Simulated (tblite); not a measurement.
Compound: CHF2O (doublet state).
Z-matrix (Å and degrees, GFN2-xTB geometry), rows numbered from 1:
```
O 
C   1  1.3162
F   2  1.3442  1  116.52
F   2  1.3453  1  116.35  3  -130.11
H   1  0.9736  2  115.03  3    25.91
```

Method: GFN2-xTB as coded in tblite; computed harmonic values from a numerical Hessian at the method's own geometry, unscaled. Against measured fundamentals such values can be off by several per cent, at times by over 20. One conformer, not necessarily the lowest. Open shells enter through the occupations alone, without spin polarisation, and single modes of such species can be off by tens of per cent.

Harmonic wavenumbers (cm⁻¹): 180.8, 443.3, 454.3, 520.2, 960.2, 1049.5, 1183.4, 1293.7, 3320.9.

A = 10766, B = 10296, C = 5465 MHz; mass 67.000 u (most abundant isotopes); point group C1, symmetry number 1; spin multiplicity 2.

Problem. Zero-point energy?

Solution. Half the sum of the wavenumbers: 4703 cm⁻¹ = 13.45 kcal/mol.

Problem. Give the ideal-gas entropy at 350 K and 1 bar in the rigid-rotor, harmonic-oscillator model (classical rotation).

Solution. Translation 39.35, rotation 24.27, vibration 5.99, spin (R ln 2) 1.38: S = 71.0 cal/(mol K).

Problem. And Cp and H(350 K) − H(0)?

Solution. Cp = 16.02 cal/(mol K), of which vibrations give 8.07 (their classical limit is 9 R = 17.9); H(350 K) − H(0) = 4.07 kcal/mol without the zero-point energy, 1.29 from vibrations.

Problem. How do the functions run with temperature in this model?

Solution. 
```
T (K)  S (cal/(mol K))  Cp (cal/(mol K))  H − H(0) (kcal/mol)  G − H(0) (kcal/mol)  ln q(vib)
  100             55.7               9.4                 0.84                -4.72       0.08
  200             63.1              12.3                 1.93               -10.69       0.42
  300             68.6              14.9                 3.30               -17.28       0.90
  500             77.2              18.6                 6.68               -31.90       1.97
  800             86.6              21.4                12.74               -56.54       3.55
 1000             91.5              22.5                17.14               -74.36       4.52
```

q(vib) and H(0) count from the zero-point level.

Problem. Which modes carry the vibrational entropy at 350 K?

Solution. 180.8 cm⁻¹: 2.62; 443.3 cm⁻¹: 1.05; 454.3 cm⁻¹: 1.01; 520.2 cm⁻¹: 0.82; 960.2 cm⁻¹: 0.19; 1049.5 cm⁻¹: 0.14 cal/(mol K); the other 3 give 0.15 together.

Problem. What must be added to the electronic energy to get the Gibbs energy at 350 K and 1 bar?

Solution. ZPE + [H(350 K) − H(0)] − T·S = 13.45 + 4.07 − 24.84 = -7.32 kcal/mol.

Hindered rotation and anharmonicity are outside this model. Other conformers, if any are populated, would add a mixing term that is left out. The structure is chiral; the term R ln 2 for an equal mix with its mirror image is left out.
